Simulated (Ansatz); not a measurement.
# CH3AlO: basis-set convergence

The task here is to estimate one member of a computed series from the others.

The runs use Ansatz 0.2.0, Gaussian basis; one geometry, several basis sets.

Levels to be run: PBE0-D4/def2-SVP; ωB97M-V/def2-SVP; PBE0-D4/def2-QZVPP; ωB97M-V/def2-QZVPP; CCSD(T)/cc-pV(D+d)Z; CCSD(T)/cc-pV(T+d)Z; CCSD(T)/cc-pV(Q+d)Z; the functionals' def2-TZVPP values are taken from earlier runs.

### The geometry

All runs share one geometry, relaxed beforehand with PBE0-D4 in a triple-zeta def2 set.

SMILES `[CH3][Al]=[O]`, 6 atoms, charge 0, spin multiplicity 1.

Atoms are counted from 1 here; the program's logs count them from 0.

Bond lengths: C1–Al2 1.935 Å, C1–H4 1.092 Å, C1–H5 1.092 Å, C1–H6 1.092 Å, Al2–O3 1.596 Å. Angles: Al2–C1–H4 110.5°, Al2–C1–H5 110.5°, Al2–C1–H6 110.5°, H4–C1–H5 108.4°, H4–C1–H6 108.4°, H5–C1–H6 108.4°, C1–Al2–O3 180.0°.

The first run:

in.yaml

```yaml
crystal:
  periodic: [false, false, false]
  atoms:
    - {symbol: C, position_ang: [-0.412544, 0.498190, -0.315372]}
    - {symbol: Al, position_ang: [0.696663, -0.841355, 0.532489]}
    - {symbol: O, position_ang: [1.611684, -1.946263, 1.232051]}
    - {symbol: H, position_ang: [0.065186, 1.479067, -0.263906]}
    - {symbol: H, position_ang: [-1.383563, 0.560921, 0.180794]}
    - {symbol: H, position_ang: [-0.577417, 0.249449, -1.366054]}
basis:
  gaussian: {orbitals: def2-SVP}
hamiltonian: {xc: pbe0, dispersion: d4}
output: {orbitals: {seedname: orbitals}}
```

The run is started by

```bash
ansatz run in.yaml --threads 2 --pin off --events-out ev --progress --plain --max-ram 32768MiB --backend cpu
```

Among the steps run: PBE0-D4 in def2-SVP; ωB97M-V in def2-SVP; PBE0-D4 in def2-QZVPP; ωB97M-V in def2-QZVPP.

One of the session's tables, all rows but one given; the rest of the session is left out.

It belongs to the step «Density functionals: the series». 

```
functional       basis  HOMO (eV)  LUMO (eV)
   PBE0-D4    def2-SVP      -7.14      -1.35
   PBE0-D4  def2-TZVPP          ?          ?
   PBE0-D4  def2-QZVPP      -7.27      -1.62
   ωB97M-V    def2-SVP      -9.48       0.37
   ωB97M-V  def2-TZVPP      -9.62       0.10
   ωB97M-V  def2-QZVPP      -9.67      -0.16
```

**Question.** Estimate the row for PBE0-D4, def2-TZVPP.

As computed: HOMO (eV): -7.23; LUMO (eV): -1.52. In the column «HOMO (eV)» it lies between PBE0-D4, def2-QZVPP (-7.27) and PBE0-D4, def2-SVP (-7.14).
